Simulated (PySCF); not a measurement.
CH5AlO.
Atom-mapped SMILES: `[CH3:1][O:2][AlH2:3]` (hydrogens: H4, H5, H6 on C1; H7, H8 on Al3)

Level of theory: EOM-IP-CCSD/aug-cc-pVDZ in PySCF, restricted Hartree–Fock reference, frozen core, non-relativistic, gas phase, PBE0-D3(BJ)/def2-SVP geometry.

The vertical ionisation energies are 10.41, 10.60, 11.59, 13.41, 15.26, 15.35, 16.38 eV.

**Question.** Which Hartree–Fock orbital leads each hole, and what is its Koopmans value −ε?

**Answer.** 
| leading hole (HF orbital) | Koopmans (eV) | EOM-IP-CCSD (eV) | change (eV) | one-hole share |
| --- | --- | --- | --- | --- |
| HOMO | 11.41 | 10.41 | -1.00 | 0.95 |
| HOMO-1 | 11.91 | 10.60 | -1.31 | 0.95 |
| HOMO-2 | 12.42 | 11.59 | -0.83 | 0.95 |
| HOMO-3 | 14.07 | 13.41 | -0.66 | 0.93 |
| HOMO-4 | 16.59 | 15.26 | -1.33 | 0.95 |
| HOMO-5 | 16.64 | 15.35 | -1.29 | 0.95 |
| HOMO-6 | 17.81 | 16.38 | -1.43 | 0.94 |

**Question.** Does the order of the lines follow the orbital energies?

**Answer.** Yes, no two lines change places. The corrections run from -1.43 to -0.66 eV, with a mean of -1.12 eV over the 7 lines; no line lies above its Koopmans value.

**Question.** At what kinetic energies would He I light (21.22 eV) eject these electrons?

**Answer.** 10.81 eV (HOMO), 10.62 eV (HOMO-1), 9.63 eV (HOMO-2), 7.81 eV (HOMO-3), 5.96 eV (HOMO-4), 5.87 eV (HOMO-5), 4.84 eV (HOMO-6).

**Question.** What total energy has the lowest final state, and which wavelength reaches it?

**Answer.** E(CCSD) + ionisation energy = -358.05411 + 0.38271 = -357.67140 Eh, at the geometry of the initial state. The threshold wavelength is 1239.84 eV nm/10.41 eV = 119.1 nm.

Lines less than 0.15 eV apart could change places at a higher level. One root was sought for each valence orbital with −ε under 21 eV, eight at most, so deeper holes and satellites are missing; no vibrational structure.

One conformer stands for the species.
